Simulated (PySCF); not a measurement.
# How methods differ on the ionisation energy of Li

Li [He] 2s1 (2S) → Li+ 1s2 (1S), as a difference of total energies. All numbers are calculated (PySCF 2.14, no relativity, point nucleus, in pcseg-2 (4s2p1d, 15 functions)). The calculations carry no spin-orbit coupling.

```csv
method,ionisation energy (eV),error (eV)
UHF,5.337,-0.055
LDA,5.466,+0.074
PBE,5.579,+0.187
```

Reference: 5.392 eV (measured; NIST Atomic Spectra Database, ionization energies).
